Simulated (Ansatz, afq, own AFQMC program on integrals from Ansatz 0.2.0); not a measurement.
**AlBH2, triplet in cc-pVDZ, levels against CCSDT(Q)**

```xyz
4

B    -1.1753    0.0000    0.7491
Al    0.4137    0.0000   -0.3086
H    -0.1904    0.0000    1.4047
H     1.7213    0.0000   -1.1790
```

Connectivity, by distances: B–AlH, 1 bridging H.

Basis cc-pVDZ. Noble-gas cores (and the filled d shells of Ga–Kr and In–Xe) are frozen. AFQMC by an in-house program on the Cholesky factors that Ansatz 0.2.0 writes for its CCSD(T) run. ph-AFQMC/CISD is guided by a CISD state made of CCSD amplitudes; releasing the constraint for a short imaginary time cuts its bias at the price of noise, slowly where states lie close. Free AFQMC starts from the CCSD state and is never constrained. Its projection time is finite, and what remains of the start isn't in its error. ± is one standard error of the sampling.

Determinant: UHF, the one that the program's search chose, which needn't be the lowest solution. The geometry is a point of a scan.

No full CI on the walks' own integrals is used here; CCSDT(Q) serves as the reference and is uncertain by about the last step of the cluster series.

Cautions: lower spins were not checked; the ph-AFQMC/HF walk drifts between its halves (2.2 errors).

The T1 diagnostic is 0.0257 and the weight of the determinant in the CISD state is 0.889. The ⟨S²⟩ of the determinant is 2.026 and the size of the correlated space is 8 electrons in 36 orbitals.

```json
{"level": "MP2", "correlation energy (eV)": "-3.2623"}
{"level": "CCSD", "correlation energy (eV)": "-4.0736"}
{"level": "CCSD(T)", "correlation energy (eV)": "-4.2165"}
```

(1) Estimate where phaseless AFQMC with a CISD trial lies against CCSD(T) on the same integrals.

(1) 46.8 ± 11.2 meV below CCSD(T).

Reference: CCSDT(Q), correlation energy -4.265 eV. The released energy is read at 2.40 1/Eh (meV from the phaseless value at times in 1/Eh: 1 ± 12 at 0.24, 2 ± 10 at 0.51, 4 ± 10 at 0.99, -9 ± 9 at 1.62, -7 ± 11 at 2.40).

```csv
level,E − E(reference) (meV),share of correlation (%)
CCSD(T),48.3,98.87
CCSDT,9.4,99.78
ph-AFQMC/HF,48.0 ± 39.1,98.87
ph-AFQMC/CISD,1.5 ± 11.2,99.96
released AFQMC,-5.9 ± 10.7,100.14
free AFQMC,8.9 ± 13.9,99.79
```

Free projections are given only where their last times agree within the noise and don't stop above the reference; a slow remainder of the start can still hide under it. A walk keeps the symmetry of its determinant, which the program's search chose and which needn't be the lowest solution, so a lower state of the same spin and another symmetry isn't excluded. Released energies are given only where the last usable release times agree within the noise; a slower fall can still hide under it.
